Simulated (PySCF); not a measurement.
# C2N2 (CN ... CN): the cost of one run

Computed with PySCF 2.14.0 and routines of our own; the level stands in each step. Atoms count from 0.

### 1 The system as given

4 atoms, charge 0, high-spin multiplicity 3; geometry from: GFN2-xTB fragments, placed rigidly.

The system (radical pair): CN···CN. The radical centres are 2.89 Å apart, edge to face; the spin sites are atoms 0, 1 (1 unpaired) and atoms 2, 3 (1 unpaired).

### 2 Magnetic exchange: CASSCF and SC-NEVPT2/def2-TZVP (2,2)

The job: settings as JSON, then the geometry in Å.

```
{"job": {"kind": "cas", "basis": "def2-TZVP", "active": "magnetic", "zfs": true}, "charge": 0, "high_spin_multiplicity": 3, "spin_sites": [[[0, 1], 1], [[2, 3], 1]]}
C      0.283900     0.000000    -1.727900
N     -0.851800     0.000000    -1.727900
C      0.283900     0.000000     1.160100
N      0.283900    -0.000000     2.295800
```

Level: CASSCF and SC-NEVPT2/def2-TZVP spin states, gas phase.

Launch:

```console
$ OMP_NUM_THREADS=1 python exch_run.py task.json out
```

The driver reads the jobs from task.json and runs them one after another.

**Question.** How long does this first job take on 1 thread of Arm Neoverse N1, shared host, and how much memory does it need?

About 6 s, with a peak of 0.29 GiB.
